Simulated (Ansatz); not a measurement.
Cost and result for the atomization energy of C3H5FO (`CO/C=C/F`) (10 atoms, 9 bonds).

```xyz
10

C    -0.384    0.527   -1.265
O     0.843    0.595   -0.578
C     0.884   -0.016    0.620
C    -0.104   -0.672    1.218
F     0.109   -1.227    2.424
H    -0.248    1.063   -2.203
H    -0.659   -0.513   -1.475
H    -1.185    1.000   -0.686
H     1.852    0.072    1.098
H    -1.108   -0.828    0.848
```

The species carries charge 0 and has multiplicity 1. The structure was optimised at the PBE0-D4/def2-TZVP level. It is one conformer, not always the lowest. Program: Ansatz. All runs use 4 threads of an Arm Neoverse V2 on a shared host. Times are those of one run each, without the atoms' runs, and a repeat can differ threefold. Electronic energies, without spin–orbit coupling; frozen cores. CCSD(T)/CBS adds CCSD(T) − MP2 in def2-TZVPP to the MP2 limit, and its time is that of the two runs behind it. T1 = 0.012. B3LYP takes the VWN-RPA correlation (the form of Gaussian; ORCA's B3LYP/G).

CCSD(T)/CBS is a level of theory with its own doubt, some kJ/mol a heavy atom from the limit and from the frozen cores, so smaller differences don't rank the functionals.

| level | functions | wall time | atomization (kcal/mol) | difference from CCSD(T)/CBS | per bond |
| --- | --- | --- | --- | --- | --- |
| PBE0-D4/def2-TZVPP | 225 | 1.6 s | 962.3 | 7.7 | 0.8 |
| PBE-D4/def2-TZVPP (with forces) | 225 | 1.6 s | 989.0 | 34.4 | 3.8 |
| B3LYP-D4/def2-TZVPP (with forces) | 225 | 2.4 s | 956.6 | 2.0 | 0.2 |
| r2SCAN-D4/def2-TZVPP (with forces) | 225 | 2.8 s | 960.1 | 5.5 | 0.6 |
| B2PLYP/def2-TZVPP | 225 | 3.1 s | 947.3 | -7.3 | -0.8 |
| ωB97X-V/def2-TZVPP | 225 | 4.4 s | 956.7 | 2.1 | 0.2 |
| ωB97M-V/def2-TZVPP (with forces) | 225 | 6.5 s | 958.8 | 4.2 | 0.5 |
| MP2/def2-QZVPP | 435 | 13 s | 966.6 | 12.0 | 1.3 |
| CCSD(T)/def2-TZVPP | 225 | 82 s | 930.2 | -24.4 | -2.7 |
| CCSD(T)/CBS(def2) | – | 95 s | 954.6 | 0.0 | 0.0 |

In def2-TZVPP, CCSD(T) changes the Hartree–Fock value by +252.7 kcal/mol (the triples alone add +16.7 kcal/mol) and MP2 by +274.6 kcal/mol; breaking electron pairs costs correlation energy, which Hartree–Fock lacks. From PBE to PBE0 (25 % exact exchange), in def2-TZVPP and without D4, the atomization energy moves by −26.1 kcal/mol: exact exchange takes away binding that semilocal exchange gives to molecules. The D4 term adds +5.7 kcal/mol with B3LYP and +3.0 kcal/mol with PBE0; it sums over pairs of atoms, weighted by their polarisabilities, and B3LYP, whose exchange is more repulsive, gets the larger term.
